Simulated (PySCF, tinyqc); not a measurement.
Inside a calculation. Method: G0W0 on RHF in the sto-6g basis, for CH+, spin multiplicity 1. The lowest restricted solution is unstable here: a spin-polarised one lies 0.0089 hartree lower (PySCF). Computed by tinyqc, a small Python program that keeps every step (integrals from PySCF). Settings: charge = 1, multiplicity = 1, basis = sto-6g, method = RHF, energy threshold = 1e-10, iteration cap = 52, orthogonalisation = symmetric, start = atomic densities, DIIS depth = 6. Command: `OMP_NUM_THREADS=1 python tinyqc.py 23800 23801 out.jsonl` (the two numbers bound the seeds that draw the settings). One thread of a shared host (Intel(R) Xeon(R) Processor @ 2.60GHz), about 0.1 s of CPU time with the checks. The early iterations of the SCF are left out here.

## One-electron integrals

Geometry (angstrom):
```
atom         x         y         z
C     0.000000  0.000000  0.000000
H     0.000000  0.000000  1.616000
```

Basis sto-6g: exponents (1/bohr^2) and contraction coefficients of normalised primitives:
```
element  l (shell)    exponent  coefficient
C            s (1)  742.737049     0.009164
C            s (1)  136.180025     0.049361
C            s (1)   38.098264     0.168538
C            s (1)   13.087782     0.370563
C            s (1)    5.082369     0.416492
C            s (1)    2.093200     0.130334
C            s (2)   30.497239    -0.013253
C            s (2)    6.036200    -0.046992
C            s (2)    1.876046    -0.033785
C            s (2)    0.721783     0.250242
C            s (2)    0.313471     0.595117
C            s (2)    0.143687     0.240706
C            p (3)   30.497239     0.003760
C            p (3)    6.036200     0.037679
C            p (3)    1.876046     0.173897
C            p (3)    0.721783     0.418036
C            p (3)    0.313471     0.425860
C            p (3)    0.143687     0.101708
H            s (1)   35.523221     0.009164
H            s (1)    6.513144     0.049361
H            s (1)    1.822143     0.168538
H            s (1)    0.625955     0.370563
H            s (1)    0.243077     0.416492
H            s (1)    0.100112     0.130334
```

Overlap, kinetic and nuclear-attraction integrals over the contracted functions; the nuclear repulsion is the sum of Za Zb / Rab.

nuclear repulsion = 1.96476687 hartree

overlap S, order 1C 1s, 1C 2s, 1C 2px, 1C 2py, 1C 2pz, 2H 1s:
$$\begin{pmatrix}
1.000000 & 0.243228 & 0.000000 & 0.000000 & 0.000000 & 0.019333 \\
0.243228 & 1.000000 & 0.000000 & 0.000000 & 0.000000 & 0.241964 \\
0.000000 & 0.000000 & 1.000000 & 0.000000 & 0.000000 & 0.000000 \\
0.000000 & 0.000000 & 0.000000 & 1.000000 & 0.000000 & 0.000000 \\
0.000000 & 0.000000 & 0.000000 & 0.000000 & 1.000000 & 0.270321 \\
0.019333 & 0.241964 & 0.000000 & 0.000000 & 0.270321 & 1.000000
\end{pmatrix}$$

kinetic energy T (hartree), order 1C 1s, 1C 2s, 1C 2px, 1C 2py, 1C 2pz, 2H 1s:
$$\begin{pmatrix}
16.068641 & -0.492789 & 0.000000 & 0.000000 & 0.000000 & -0.006476 \\
-0.492789 & 0.492405 & 0.000000 & 0.000000 & 0.000000 & 0.003711 \\
0.000000 & 0.000000 & 1.479234 & 0.000000 & 0.000000 & 0.000000 \\
0.000000 & 0.000000 & 0.000000 & 1.479234 & 0.000000 & 0.000000 \\
0.000000 & 0.000000 & 0.000000 & 0.000000 & 1.479234 & 0.055264 \\
-0.006476 & 0.003711 & 0.000000 & 0.000000 & 0.055264 & 0.768522
\end{pmatrix}$$

nuclear attraction V (hartree), order 1C 1s, 1C 2s, 1C 2px, 1C 2py, 1C 2pz, 2H 1s:
$$\begin{pmatrix}
-34.335423 & -3.698071 & 0.000000 & 0.000000 & -0.008132 & -0.329425 \\
-3.698071 & -5.486897 & 0.000000 & 0.000000 & -0.088643 & -0.976823 \\
0.000000 & 0.000000 & -5.469671 & 0.000000 & 0.000000 & 0.000000 \\
0.000000 & 0.000000 & 0.000000 & -5.469671 & 0.000000 & 0.000000 \\
-0.008132 & -0.088643 & 0.000000 & 0.000000 & -5.520663 & -1.005892 \\
-0.329425 & -0.976823 & 0.000000 & 0.000000 & -1.005892 & -3.199498
\end{pmatrix}$$

core Hamiltonian H = T + V (hartree), order 1C 1s, 1C 2s, 1C 2px, 1C 2py, 1C 2pz, 2H 1s:
$$\begin{pmatrix}
-18.266782 & -4.190860 & 0.000000 & 0.000000 & -0.008132 & -0.335901 \\
-4.190860 & -4.994491 & 0.000000 & 0.000000 & -0.088643 & -0.973112 \\
0.000000 & 0.000000 & -3.990437 & 0.000000 & 0.000000 & 0.000000 \\
0.000000 & 0.000000 & 0.000000 & -3.990437 & 0.000000 & 0.000000 \\
-0.008132 & -0.088643 & 0.000000 & 0.000000 & -4.041429 & -0.950628 \\
-0.335901 & -0.973112 & 0.000000 & 0.000000 & -0.950628 & -2.430976
\end{pmatrix}$$

## Two-electron integrals

Functions are numbered as in S; the eight-fold symmetry (ij|kl) = (ji|kl) = (kl|ij) leaves the list below.

Two-electron integrals (ij|kl) in chemists' order, unique and non-zero (hartree):
```
(11|11) 3.543743   (21|11) 0.529462   (21|21) 0.100317   (22|11) 0.853596
(22|21) 0.199930   (22|22) 0.624844   (31|31) 0.021271   (32|31) 0.031868
(32|32) 0.138108   (33|11) 0.853598   (33|21) 0.199930   (33|22) 0.624843
(33|33) 0.673218   (41|41) 0.021271   (42|41) 0.031868   (42|42) 0.138108
(43|43) 0.036281   (44|11) 0.853598   (44|21) 0.199930   (44|22) 0.624843
(44|33) 0.600655   (44|44) 0.673218   (51|51) 0.021271   (52|51) 0.031868
(52|52) 0.138108   (53|53) 0.036281   (54|54) 0.036281   (55|11) 0.853598
(55|21) 0.199930   (55|22) 0.624843   (55|33) 0.600655   (55|44) 0.600655
(55|55) 0.673218   (61|11) 0.044007   (61|21) 0.008044   (61|22) 0.015833
(61|33) 0.015776   (61|44) 0.015776   (61|51) 0.000529   (61|52) 0.001040
(61|55) 0.015948   (61|61) 0.000663   (62|11) 0.136706   (62|21) 0.032666
(62|22) 0.116614   (62|33) 0.113645   (62|44) 0.113645   (62|51) 0.003282
(62|52) 0.024197   (62|55) 0.122552   (62|61) 0.002719   (62|62) 0.032705
(63|31) 0.003030   (63|32) 0.016706   (63|53) 0.004408   (63|63) 0.003348
(64|41) 0.003030   (64|42) 0.016706   (64|54) 0.004408   (64|64) 0.003348
(65|11) 0.132173   (65|21) 0.031948   (65|22) 0.120241   (65|33) 0.114653
(65|44) 0.114653   (65|51) 0.005667   (65|52) 0.038818   (65|55) 0.131415
(65|61) 0.002755   (65|62) 0.039737   (65|65) 0.050712   (66|11) 0.326592
(66|21) 0.079383   (66|22) 0.322087   (66|33) 0.308222   (66|44) 0.308222
(66|51) 0.007930   (66|52) 0.081802   (66|55) 0.349814   (66|61) 0.006640
(66|62) 0.127238   (66|65) 0.168718   (66|66) 0.774999
```

## Orthogonalisation

S = U s U^T; symmetric (Loewdin) form X = U s^(-1/2) U^T, so that X^T S X = 1.

eigenvalues of S: [0.602402, 0.829519, 1.000000, 1.000000, 1.154035, 1.414044]

X, order 1C 1s, 1C 2s, 1C 2px, 1C 2py, 1C 2pz, 2H 1s:
$$\begin{pmatrix}
1.023663 & -0.129625 & 0.000000 & 0.000000 & -0.003561 & 0.014616 \\
-0.129625 & 1.048967 & 0.000000 & 0.000000 & 0.027985 & -0.135414 \\
0.000000 & 0.000000 & 1.000000 & 0.000000 & 0.000000 & 0.000000 \\
0.000000 & 0.000000 & 0.000000 & 1.000000 & 0.000000 & 0.000000 \\
-0.003561 & 0.027985 & 0.000000 & 0.000000 & 1.030387 & -0.147705 \\
0.014616 & -0.135414 & 0.000000 & 0.000000 & -0.147705 & 1.055181
\end{pmatrix}$$

## Iteration 6 (converged): orbitals

converged F (hartree), order 1C 1s, 1C 2s, 1C 2px, 1C 2py, 1C 2pz, 2H 1s:
$$\begin{pmatrix}
-11.775720 & -2.985038 & 0.000000 & 0.000000 & -0.012700 & -0.241978 \\
-2.985038 & -1.788922 & 0.000000 & 0.000000 & -0.032830 & -0.424090 \\
0.000000 & 0.000000 & -0.242643 & 0.000000 & 0.000000 & 0.000000 \\
0.000000 & 0.000000 & 0.000000 & -0.242643 & 0.000000 & 0.000000 \\
-0.012700 & -0.032830 & 0.000000 & 0.000000 & -0.639043 & -0.431862 \\
-0.241978 & -0.424090 & 0.000000 & 0.000000 & -0.431862 & -0.529932
\end{pmatrix}$$

Diagonalise F' = X^T F X, C = X C', fill 3 alpha and 3 beta electrons from the bottom; D = 2 C_occ C_occ^T. Each column has its largest component positive (the first on a tie).

F' = X^T F X (hartree):
$$\begin{pmatrix}
-11.583141 & -1.429009 & 0.000000 & 0.000000 & -0.021418 & 0.004592 \\
-1.429009 & -1.251300 & 0.000000 & 0.000000 & 0.025798 & -0.203414 \\
0.000000 & 0.000000 & -0.242643 & 0.000000 & 0.000000 & 0.000000 \\
0.000000 & 0.000000 & 0.000000 & -0.242643 & 0.000000 & 0.000000 \\
-0.021418 & 0.025798 & 0.000000 & 0.000000 & -0.558084 & -0.309435 \\
0.004592 & -0.203414 & 0.000000 & 0.000000 & -0.309435 & -0.380388
\end{pmatrix}$$

orbital energies (hartree): MO1 -11.777222, MO2 -1.119862, MO3 -0.762843, MO4 -0.242643, MO5 -0.242643, MO6 -0.112986

coefficients C, order 1C 1s, 1C 2s, 1C 2px, 1C 2py, 1C 2pz, 2H 1s:
$$\begin{pmatrix}
0.996931 & -0.247800 & 0.075116 & 0.000000 & 0.000000 & 0.063216 \\
0.012473 & 0.958314 & -0.336153 & 0.000000 & 0.000000 & -0.323627 \\
0.000000 & 0.000000 & 0.000000 & 0.451494 & 0.892274 & 0.000000 \\
0.000000 & 0.000000 & 0.000000 & 0.892274 & -0.451494 & 0.000000 \\
0.001623 & 0.107139 & 0.754595 & 0.000000 & 0.000000 & -0.709517 \\
-0.001820 & 0.179646 & 0.458678 & 0.000000 & 0.000000 & 0.954522
\end{pmatrix}$$

D after iteration 6, order 1C 1s, 1C 2s, 1C 2px, 1C 2py, 1C 2pz, 2H 1s:
$$\begin{pmatrix}
2.121839 & -0.500571 & 0.000000 & 0.000000 & 0.063504 & -0.023754 \\
-0.500571 & 2.063040 & 0.000000 & 0.000000 & -0.301933 & 0.035898 \\
0.000000 & 0.000000 & 0.000000 & 0.000000 & 0.000000 & 0.000000 \\
0.000000 & 0.000000 & 0.000000 & 0.000000 & 0.000000 & 0.000000 \\
0.063504 & -0.301933 & 0.000000 & 0.000000 & 1.161791 & 0.730721 \\
-0.023754 & 0.035898 & 0.000000 & 0.000000 & 0.730721 & 0.485324
\end{pmatrix}$$

Within a degenerate level the vectors are fixed only up to a rotation; this is one choice.

## Convergence

Stop when the energy changes by less than 1e-10 hartree and every element of the error matrix X^T (F D S - S D F) X is below 3e-06.

Course of the cycle:
```
iteration   E (hartree)     change  largest element of the error matrix
1          -34.01721150          -                             2.30e-01
2          -37.76107280  -3.74e+00                             2.56e-02
3          -37.76168344  -6.11e-04                             6.77e-03
4          -37.76173841  -5.50e-05                             1.11e-03
5          -37.76174002  -1.61e-06                             2.04e-06
6          -37.76174002  -3.74e-12                             1.19e-07
```

PySCF RHF in the same basis = -37.76174002 hartree

Converged in 6 iterations.

## Integrals over molecular orbitals

(pq|rs) = sum C_ip C_jq C_kr C_ls (ij|kl), one index at a time.

one-electron integrals over orbitals h = C^T H C (hartree):
$$\begin{pmatrix}
-18.258629 & 0.400116 & -0.115406 & 0.000000 & 0.000000 & -0.101234 \\
0.400116 & -4.202390 & 0.200755 & 0.000000 & 0.000000 & 0.463398 \\
-0.115406 & 0.200755 & -3.605561 & 0.000000 & 0.000000 & 0.708371 \\
0.000000 & 0.000000 & 0.000000 & -3.990437 & 0.000000 & 0.000000 \\
0.000000 & 0.000000 & 0.000000 & 0.000000 & -3.990437 & 0.000000 \\
-0.101234 & 0.463398 & 0.708371 & 0.000000 & 0.000000 & -2.865710
\end{pmatrix}$$

Two-electron integrals over orbitals (pq|rs), unique and non-zero (hartree):
```
(11|11) 3.526621    (21|11) -0.351621   (21|21) 0.056942    (22|11) 0.818277
(22|21) -0.015292   (22|22) 0.578874    (31|11) 0.106162    (31|21) -0.015335
(31|22) 0.010521    (31|31) 0.018120    (32|11) -0.090797   (32|21) 0.006718
(32|22) -0.003038   (32|31) 0.015958    (32|32) 0.109251    (33|11) 0.696647
(33|21) -0.008622   (33|22) 0.516647    (33|31) -0.005080   (33|32) -0.031456
(33|33) 0.543500    (41|41) 0.021943    (42|41) 0.027301    (42|42) 0.119181
(43|41) -0.008106   (43|42) -0.029883   (43|43) 0.033589    (44|11) 0.853376
(44|21) -0.010109   (44|22) 0.590275    (44|31) 0.002827    (44|32) -0.049484
(44|33) 0.517602    (44|44) 0.673218    (51|51) 0.021943    (52|51) 0.027301
(52|52) 0.119181    (53|51) -0.008106   (53|52) -0.029883   (53|53) 0.033589
(54|54) 0.036281    (55|11) 0.853376    (55|21) -0.010109   (55|22) 0.590275
(55|31) 0.002827    (55|32) -0.049484   (55|33) 0.517602    (55|44) 0.600655
(55|55) 0.673218    (61|11) 0.091474    (61|21) -0.016566   (61|22) -0.000828
(61|31) -0.006985   (61|32) -0.016012   (61|33) 0.008331    (61|44) 0.002455
(61|55) 0.002455    (61|61) 0.014193    (62|11) -0.150664   (62|21) 0.003096
(62|22) -0.079898   (62|31) -0.013541   (62|32) -0.022174   (62|33) -0.012270
(62|44) -0.080913   (62|55) -0.080913   (62|61) 0.009273    (62|62) 0.068310
(63|11) -0.235900   (63|21) 0.004464    (63|22) -0.099606   (63|31) 0.002151
(63|32) 0.074198    (63|33) -0.066517   (63|44) -0.130200   (63|55) -0.130200
(63|61) -0.003999   (63|62) 0.057965    (63|63) 0.155052    (64|41) -0.006417
(64|42) -0.027346   (64|43) -0.010080   (64|64) 0.018635    (65|51) -0.006417
(65|52) -0.027346   (65|53) -0.010080   (65|65) 0.018635    (66|11) 0.550902
(66|21) -0.004486   (66|22) 0.460480    (66|31) 0.010154    (66|32) 0.080585
(66|33) 0.483757    (66|44) 0.420271    (66|55) 0.420271    (66|61) -0.006096
(66|62) 0.004767    (66|63) 0.079590    (66|66) 0.606680
```

## Screening: direct RPA

With D = e_a - e_i and K = (ia|jb): diagonalise D^(1/2) (D + 4K) D^(1/2) = Z w^2 Z^T; X + Y = D^(1/2) Z w^(-1/2), each column of Z with its largest component positive (the first on a tie); E_c = (sum w - tr (D + 2K)) / 2.

D^(1/2) (D + 4K) D^(1/2) (hartree^2):
```
            1>4         1>5         1>6        2>4        2>5       2>6        3>4        3>5
1>4  134.058926    0.000000    0.000000   0.347372   0.000000  0.000000  -0.079425   0.000000
1>5    0.000000  134.058926    0.000000   0.000000   0.347372  0.000000   0.000000  -0.079425
1>6    0.000000    0.000000  136.716616   0.000000   0.000000  0.127117   0.000000   0.000000
2>4    0.347372    0.000000    0.000000   1.187703   0.000000  0.000000  -0.080747   0.000000
2>5    0.000000    0.347372    0.000000   0.000000   1.187703  0.000000   0.000000  -0.080747
2>6    0.000000    0.000000    0.127117   0.000000   0.000000  1.288916   0.000000   0.000000
3>4   -0.079425    0.000000    0.000000  -0.080747   0.000000  0.000000   0.340500   0.000000
3>5    0.000000   -0.079425    0.000000   0.000000  -0.080747  0.000000   0.000000   0.340500
3>6    0.000000    0.000000   -0.044037   0.000000   0.000000  0.187551   0.000000   0.000000

           3>6
1>4   0.000000
1>5   0.000000
1>6  -0.044037
2>4   0.000000
2>5   0.000000
2>6   0.187551
3>4   0.000000
3>5   0.000000
3>6   0.825361
```

excitation energies w (hartree): [0.576937, 0.576937, 0.871167, 1.092882, 1.092882, 1.164136, 11.578423, 11.578423, 11.692594]

X + Y:
```
            1          2          3          4          5          6          7          8
1>4  0.001553   0.000000   0.000000  -0.008638  -0.000041   0.000000   0.998101   0.000000
1>5  0.000000   0.001553   0.000000   0.000041  -0.008638   0.000000   0.000000   0.998101
1>6  0.000000   0.000000   0.002259   0.000000   0.000000  -0.002458   0.000000   0.000000
2>4  0.115785  -0.000016   0.000000   0.891945   0.004197   0.000000   0.000720   0.000000
2>5  0.000016   0.115785   0.000000  -0.004197   0.891945   0.000000   0.000000   0.000720
2>6  0.000000   0.000000  -0.358794   0.000000   0.000000   0.876685   0.000000   0.000000
3>4  0.945361  -0.000133   0.000000  -0.064782  -0.000305   0.000000  -0.000126   0.000000
3>5  0.000133   0.945361   0.000000   0.000305  -0.064782   0.000000   0.000000  -0.000126
3>6  0.000000   0.000000   0.814172   0.000000   0.000000   0.249353   0.000000   0.000000

             9
1>4   0.000000
1>5   0.000000
1>6   0.998786
2>4   0.000000
2>5   0.000000
2>6   0.000275
3>4   0.000000
3>5   0.000000
3>6  -0.000076
```

RPA correlation energy = -0.06727203 hartree

Within a degenerate level the vectors are fixed only up to a rotation; this is one choice.

## G0W0 on Hartree-Fock: HOMO

W(p,q,m) = sqrt2 sum_ia (pq|ia) (X+Y)_ia,m; Sigma_c(x) = sum_(i,m) W^2/(x - e_i + w_m) + sum_(a,m) W^2/(x - e_a - w_m); solve x = e_p + Sigma_c(x) by Newton steps; Z = 1/(1 - dSigma/dx); 1 hartree = 27.211386 eV.

The 12 largest terms at x = e_p (hartree; W for the signs of X + Y given):
```
q  m          W       term
6  3   0.149104  -0.014616
6  6   0.126557  -0.008829
2  3   0.096632   0.007603
3  3  -0.070336   0.005679
4  1   0.039995  -0.001458
5  2   0.039995  -0.001458
3  6  -0.038698   0.001286
4  4  -0.040673  -0.001026
5  5  -0.040673  -0.001026
2  9  -0.022633   0.000043
1  6  -0.016005   0.000021
3  9   0.011769   0.000012
```

Newton steps (hartree):
```
step          x  Sigma_c(x)         Z
0     -0.762843   -0.013781  0.968776
1     -0.776194   -0.013351  0.968734
2     -0.776194   -0.013351  0.968734
```

quasiparticle energy of the HOMO = -21.121315 eV

Hartree-Fock value = -20.758025 eV

## G0W0 on Hartree-Fock: LUMO

As before.

The 12 largest terms at x = e_p (hartree; W for the signs of X + Y given):
```
q  m          W       term
4  6  -0.146240  -0.018371
4  3  -0.108850  -0.013600
2  4   0.152739   0.011842
3  1   0.039995   0.001458
3  4  -0.040673   0.001026
6  4  -0.033493  -0.000918
6  1  -0.017968  -0.000457
2  1  -0.020377   0.000286
2  7   0.038663   0.000120
1  4   0.034912   0.000097
1  7   0.031002   0.000042
3  7  -0.011478   0.000011
```

Newton steps (hartree):
```
step          x  Sigma_c(x)         Z
0     -0.242643   -0.018471  0.960631
1     -0.260386   -0.017752  0.961524
2     -0.260395   -0.017752  0.961524
```

quasiparticle energy of the LUMO = -7.085699 eV

Hartree-Fock value = -6.602647 eV
